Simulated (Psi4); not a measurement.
**PBE0/def2-TZVP run of [BPH5]− (SMILES [BH3-]P)**

What is the vertical ionisation energy of [BPH5]− at PBE0/def2-TZVP? 

The results are computed with Psi4 1.11.

2 further runs of the same task are left out: 2 set aside as unsound or not needed.

## 1. The system as given

[BPH5]− has 7 atoms, charge -1, and is taken as a singlet. As SMILES, `[BH3-]P`. The shape is that of a GFN2-xTB optimisation.

Bond lengths: B1–P2 1.992 Å, B1–H3 1.212 Å, B1–H4 1.212 Å, B1–H5 1.210 Å, P2–H6 1.385 Å, P2–H7 1.385 Å. Angles: B1–P2–H6 99.5°, B1–P2–H7 99.7°, P2–B1–H3 106.1°, P2–B1–H4 106.1°, P2–B1–H5 108.9°, H6–P2–H7 90.6°, H3–B1–H4 110.9°, H3–B1–H5 112.3°, H4–B1–H5 112.2°.

## 2. Energy and forces at PBE0/def2-TZVP

Contents of job.py:

```python
import psi4

psi4.set_memory(1600000000)
psi4.set_num_threads(1)
psi4.set_output_file('psi4.out', False)

geom = psi4.geometry("""
-1 1
B
P 1 1.99212
H 1 1.211521 2 106.07151
H 1 1.211505 3 110.90044 2 114.74819
H 1 1.209571 4 112.22692 3 -126.44157
H 2 1.384804 1 99.53269 5 46.26201
H 2 1.385438 6 90.60908 1 99.94582
symmetry c1
no_reorient
no_com
""")

psi4.set_options({
    'basis': 'def2-TZVP',
    'puream': True,
    'e_convergence': 1e-09,
    'd_convergence': 1e-08,
    'scf_type': 'pk',
    'dft_radial_points': 99,
    'dft_spherical_points': 590,
})

energy_value, wavefunction = psi4.gradient('pbe0', molecule=geom, return_wfn=True)
print('gradient / Eh bohr^-1')
print(energy_value.np.round(6))
print(f'energy = {wavefunction.energy():.10f} Eh')
```

Command:

```bash
python job.py
```

psi4.out (excerpt; [...] marks lines left out):

```text
[...]
  Running in c1 symmetry.
[...]
  Nuclear repulsion =   51.156161581558976
[...]
  Multiplicity = 1
[...]
  Nalpha       = 13
  Nbeta        = 13
[...]
    Number of basis functions: 98
[...]
   @RKS iter   1:  -368.76874868994895   -2.56942e-01   7.20259e-03 DIIS/ADIIS
[...]
   @RKS iter  10:  -369.07583683829557   -7.96945e-11   7.73665e-09 DIIS
[...]
    Orbital Energies [Eh]
    ---------------------
    Doubly Occupied:
       1A    -76.972104     2A     -6.505104     3A     -6.372310
       4A     -4.508895     5A     -4.506941     6A     -4.503472
       7A     -0.444431     8A     -0.287746     9A     -0.194129
      10A     -0.138275    11A     -0.102936    12A     -0.090025
      13A     -0.037596
[...]
  @RKS Final Energy:  -369.07583683829557
   => Energetics <=
    Nuclear Repulsion Energy =             51.1561615815589761
    One-Electron Energy =                -615.4681478657242906
    Two-Electron Energy =                 217.3334589182246930
    DFT Exchange-Correlation Energy =     -22.0973094723549472
    Empirical Dispersion Energy =           0.0000000000000000
    VV10 Nonlocal Energy =                  0.0000000000000000
    Total Energy =                       -369.0758368382955723
[...]
 Multipole Moments:
 ------------------------------------------------------------------------------------
     Multipole            Electronic (a.u.)      Nuclear  (a.u.)        Total (a.u.)
 ------------------------------------------------------------------------------------
 L = 1.  Multiply by 2.5417464519 to convert [e a0] to [Debye]
 Dipole X            :         -1.1827230            1.3834054            0.2006824
 Dipole Y            :          0.7074830           -0.8276154           -0.1201324
 Dipole Z            :          3.7689731           -2.5564396            1.2125335
 Magnitude           :                                                    1.2348857
[...]
  -Total Gradient:
     Atom            X                  Y                   Z
    ------   -----------------  -----------------  -----------------
       1       -0.000527614941     0.000475183670    -0.006972360139
       2        0.019422840336    -0.011524066821     0.005610388305
       3        0.000235576502    -0.005745133446     0.002908451389
       4        0.005200557938     0.002479570738     0.002967661982
       5       -0.004291796250     0.002552182602     0.004791618192
       6       -0.017811951218    -0.006954898320    -0.004720326302
       7       -0.002227464675     0.018717070303    -0.004584944448
[...]
```

The script printed:

```text
gradient / Eh bohr^-1
[[-0.000528  0.000475 -0.006972]
 [ 0.019423 -0.011524  0.00561 ]
 [ 0.000236 -0.005745  0.002908]
 [ 0.005201  0.00248   0.002968]
 [-0.004292  0.002552  0.004792]
 [-0.017812 -0.006955 -0.00472 ]
 [-0.002227  0.018717 -0.004585]]
energy = -369.0758368383 Eh
```

Run time: 20 s. Hardware: 1 thread of Intel Xeon Platinum 8488C (Sapphire Rapids), shared host; peak memory 0.75 GiB.

## 3. Doublet neutral BPH5: the energy at UPBE0/def2-TZVP

Contents of bh5p.xyz:

```xyz
7
BH5P
B     -0.506120    -0.519900    -0.363840
P      0.697480     0.300190     0.995330
H     -1.584360    -0.644230     0.174420
H     -0.027360    -1.601150    -0.627340
H     -0.557520     0.205550    -1.330350
H      0.219110     1.599520     0.971100
H      1.758760     0.660030     0.180690
```

Contents of job.py:

```python
import psi4

psi4.set_memory(1600000000)
psi4.set_num_threads(1)
psi4.core.set_output_file('bh5p.out', False)

with open('bh5p.xyz') as f:
    atoms = ''.join(f.readlines()[2:])
molecule = psi4.geometry('0 2\n' + atoms + 'symmetry c1\nno_reorient\nno_com')

options = {'basis': 'def2-TZVP', 'reference': 'uks', 'puream': True, 'e_convergence': 1e-09, 'd_convergence': 1e-08, 'scf_type': 'pk', 'dft_radial_points': 99, 'dft_spherical_points': 590, 'maxiter': 200}
psi4.set_options(options)

E = psi4.energy('pbe0')
print('E =', round(E, 9))
```

Command:

```bash
python job.py
```

bh5p.out (excerpt; [...] marks lines left out):

```text
[...]
  Running in c1 symmetry.
[...]
  Nuclear repulsion =   51.156154058888333
[...]
  Multiplicity = 2
[...]
  Nalpha       = 13
  Nbeta        = 12
[...]
    Number of basis functions: 98
[...]
   @UKS iter   1:  -368.71254893497508   -2.00743e-01   6.38557e-03 ADIIS/DIIS
[...]
   @UKS iter  15:  -368.96078686893571   -6.02540e-12   3.27292e-09 DIIS
[...]
   @S^2 Observed:                7.573649347E-01
[...]
    Orbital Energies [Eh]
    ---------------------
    Alpha Occupied:
       1A    -77.268083     2A     -6.737093     3A     -6.665602
       4A     -4.806038     5A     -4.799205     6A     -4.796922
       7A     -0.715347     8A     -0.520697     9A     -0.441089
      10A     -0.393439    11A     -0.325241    12A     -0.316725
      13A     -0.312331
    Alpha Virtual:
      14A      0.001876    15A      0.013319    16A      0.041358
      17A      0.106162    18A      0.113205    19A      0.114426
      20A      0.136145    21A      0.149852    22A      0.155640
      23A      0.197994    24A      0.199342    25A      0.217671
[...]
  @UKS Final Energy:  -368.96078686893571
   => Energetics <=
    Nuclear Repulsion Energy =             51.1561540588883332
    One-Electron Energy =                -608.9517296213127793
    Two-Electron Energy =                 210.7305427418938280
    DFT Exchange-Correlation Energy =     -21.8957540484050774
    Empirical Dispersion Energy =           0.0000000000000000
    VV10 Nonlocal Energy =                  0.0000000000000000
    Total Energy =                       -368.9607868689357133
[...]
 Multipole Moments:
 ------------------------------------------------------------------------------------
     Multipole            Electronic (a.u.)      Nuclear  (a.u.)        Total (a.u.)
 ------------------------------------------------------------------------------------
 L = 1.  Multiply by 2.5417464519 to convert [e a0] to [Debye]
 Dipole X            :        -13.8125590           14.6269148            0.8143559
 Dipole Y            :         -3.2766080            4.0120208            0.7354129
 Dipole Z            :        -22.8770763           23.5824025            0.7053263
 Magnitude           :                                                    1.3044128
[...]
```

Standard output:

```text
E = -368.960786869
```

Run time: 27 s. Hardware: 1 thread of Intel Xeon Platinum 8488C (Sapphire Rapids), shared host; peak memory 0.75 GiB.

## 4. Results

At PBE0/def2-TZVP:

| quantity | value |
| --- | --- |
| singlet [BPH5]−: total energy | -369.07584 Eh |
| singlet [BPH5]−: HOMO energy | -1.02 eV |
| singlet [BPH5]−: LUMO energy | 5.92 eV |
| singlet [BPH5]−: HOMO–LUMO gap (to an unbound level, set by the basis) | 6.94 eV |
| singlet [BPH5]−: largest force on an atom | 1.197 eV/Å |
| doublet neutral BPH5: total energy | -368.96079 Eh |
| doublet neutral BPH5: dipole moment | 3.32 D |
| doublet neutral BPH5: HOMO energy (highest over α and β) | -8.46 eV |
| doublet neutral BPH5: LUMO energy (lowest over α and β) | -5.19 eV |
| doublet neutral BPH5: ⟨S²⟩ | 0.757 |
| vertical detachment energy (to the doublet neutral) | 3.131 eV |

The vertical ionisation energy comes to 3.13 eV (302 kJ/mol). The largest force (singlet [BPH5]−) is 1.20 eV/Å: the shape isn't a stationary point for this species at this level. The negative HOMO energy of the first species, 1.02 eV, lies 2.11 eV below that difference.
